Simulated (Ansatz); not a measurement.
Write a Python script for Ansatz's Python interface that makes a ladder of methods at one geometry of C2H3FO2, SMILES O=COCF. Settings (for the species named): HSE06, def2-SVP basis, multiplicity 1. The script varies functional: hse06, r2scan, pbe, b3lyp.

```yaml
atoms:
  - { symbol: O, position_ang: [0.5737, -0.7626, 1.5870] }
  - { symbol: C, position_ang: [0.3586, 0.4255, 1.1881] }
  - { symbol: O, position_ang: [-0.0797, 0.8104, -0.0546] }
  - { symbol: C, position_ang: [-0.2109, -0.2890, -0.8976] }
  - { symbol: F, position_ang: [-0.6849, 0.2074, -2.1047] }
  - { symbol: H, position_ang: [0.5318, 1.3389, 1.8066] }
  - { symbol: H, position_ang: [0.6568, -0.8725, -1.0626] }
  - { symbol: H, position_ang: [-1.0532, -0.9152, -0.5179] }
```

Script `methods_c2h3fo2.py`:
```python
# -*- coding: utf-8 -*-
"""One geometry of C2H3FO2, method by method."""

from pathlib import Path

import ansatz as az
from ase import Atoms
import numpy as np


def main():
    atoms = Atoms(["O", "C", "O", "C", "F", "H", "H", "H"], positions=[
        [0.5737, -0.7626, 1.587],
        [0.3586, 0.4255, 1.1881],
        [-0.0797, 0.8104, -0.0546],
        [-0.2109, -0.289, -0.8976],
        [-0.6849, 0.2074, -2.1047],
        [0.5318, 1.3389, 1.8066],
        [0.6568, -0.8725, -1.0626],
        [-1.0532, -0.9152, -0.5179],
    ])
    mol = az.Crystal.molecule_from_ase(atoms)

    model = mol.calculation().basis(gaussian="def2-SVP").scf(lower_state_search="standard")

    print("functional    E (Ha)        dipole (D)   HOMO (eV)  LUMO (eV)")
    for name in ["hse06", "r2scan", "pbe", "b3lyp"]:
        data = model.functional(name).forces().orbitals().run(runs_dir="runs").report
        lines = Path(data["orbitals_path"]).read_text().splitlines()
        field_of = lambda key: [line.split("=")[1].strip() for line in lines if line.startswith(key)]
        orbitals = [(27.211386 * float(e), s, float(n)) for e, s, n in zip(field_of("Ene="), field_of("Spin="), field_of("Occup="))]
        homo = max(e for e, _, n in orbitals if n > 0.5)
        lumo = min(e for e, _, n in orbitals if n < 0.5)
        dipole = 4.803205 * np.linalg.norm(data["charge_distribution"]["dipole_moment_e_ang"])
        print(f"{name:10s} {data['free_energy_ev'] / 27.211386246:14.6f} {dipole:9.3f} {homo:11.3f} {lumo:10.3f}")


if __name__ == "__main__":
    main()
```

```console
$ python methods_c2h3fo2.py
functional    E (Ha)        dipole (D)   HOMO (eV)  LUMO (eV)
hse06         -327.676085     0.713      -8.262     -1.390
r2scan        -327.872537     0.655      -7.294     -1.928
pbe           -327.694437     0.579      -6.812     -2.039
b3lyp         -328.034368     0.696      -8.333     -1.232
```

Notes:
- The settings weren't tested for convergence.
- The geometry is a force-field or estimated start, not a minimum of this method, and the basis set is short of its limit. A lower total doesn't mark the better method: functionals have no common bound, and MP2 and coupled cluster aren't variational.
- b3lyp holds the VWN-RPA fit, as in Gaussian; the form of ORCA and Turbomole is b3lyp5.
- Levels such as HOMO and LUMO are orbital energies: with these approximate functionals they aren't the ionisation energy and electron affinity, and their gap isn't the fundamental gap.
- hse06 follows the composition of plane-wave codes, whose totals differ by tens of mHa, up to about 0.1 Ha, from the form usual in Gaussian-basis programs (wpbeh).
- Finished in 10 s on 1 thread of Arm Neoverse V2, with other jobs on the host, peak memory 0.23 GiB.
